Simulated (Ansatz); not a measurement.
# Cuprite Ag2O

These are LDA (PAW; Ansatz, a program for electronic structure) values and carry that method's errors.

Run with plane-wave cutoff 520 eV, 12×12×12 k mesh, perturbation theory, no spin polarisation, scalar-relativistic PAW data made under PBE.

Cell: relaxed at this level.

```json
{
  "high_frequency_dielectric_constant": "7.73"
}
```

Note: the run finds an imaginary mode (19i cm⁻¹), so the cell is a saddle point at this level.

The result took about 2.0 core-hours (a rough figure).
